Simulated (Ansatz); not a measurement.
# AlO2: computed properties

Theory: Ansatz 0.2.0, DFT PBE, scalar-relativistic, plane waves, PAW.

Settings: cutoff 420 eV, Γ-centred mesh 4×12×8 on the computed 12-atom cell, Gaussian smearing of 0.01 eV; collinear spin from starting moments 0 0 0 0 0 0 0 0 0.91 0.91 0.91 0.91 μB.

The structure is relaxed at this level of theory with its symmetry kept. Whether it is the stable form of this composition wasn't checked.

```cif
data_structure
_symmetry_space_group_name_H-M 'P 1'
_symmetry_Int_Tables_number 1
_cell_length_a 9.3491
_cell_length_b 2.9170
_cell_length_c 4.8204
_cell_angle_alpha 90.000
_cell_angle_beta 90.000
_cell_angle_gamma 90.000
_cell_volume 131.46
loop_
_atom_site_label
_atom_site_type_symbol
_atom_site_fract_x
_atom_site_fract_y
_atom_site_fract_z
_atom_site_occupancy
Al1 Al 0.16290 0.25000 0.95796 1
Al2 Al 0.83710 0.75000 0.04204 1
Al3 Al 0.33710 0.75000 0.45796 1
Al4 Al 0.66290 0.25000 0.54204 1
O1 O 0.77097 0.25000 0.23003 1
O2 O 0.22903 0.75000 0.76997 1
O3 O 0.72903 0.75000 0.73003 1
O4 O 0.27097 0.25000 0.26997 1
O5 O 0.96857 0.25000 0.84536 1
O6 O 0.03143 0.75000 0.15464 1
O7 O 0.53143 0.75000 0.34536 1
O8 O 0.46857 0.25000 0.65464 1
```

```json
{
 "Space group": "Pnma (No. 62)",
 "Volume per atom": "10.95 Å³",
 "Formation energy from the elements' standard states (uncorrected)": "-2.126 eV/atom",
 "Kohn–Sham band gap": "0.13 eV, indirect from (-0.005, 0.000, 0.000) to (0.000, 0.276, 0.000)",
 "Löwdin character of the top 1 eV of the valence band": "O 2p 98 %",
 "Löwdin character of the lowest 1 eV of the conduction band": "O 2p 98 %",
 "Electron masses at the edge by Cartesian direction of the standard setting (m_e; degenerate bands sorted by energy; no spin-orbit coupling)": "x: 0.93; y: 1.2; z: 2.0",
 "Hole masses at the edge by Cartesian direction of the standard setting (m_e; degenerate bands sorted by energy; no spin-orbit coupling)": "x: 0.83; y: 2.6; z: 0.99",
 "Total moment": "4.00 μB per cell",
 "Site moments (μB; atoms counted from 1 over the whole cell)": "O (atom 5) 0.06, O (atom 6) 0.06, O (atom 7) 0.06, O (atom 8) 0.06, O (atom 9) 0.83, O (atom 10) 0.83, O (atom 11) 0.83, O (atom 12) 0.83"
}
```

Only this magnetic start was tried.

Cost: 3 runs of about 16 core-minutes in all, on Intel Xeon Processor @ 2.50GHz (Skylake/Cascade Lake) (shared hosts).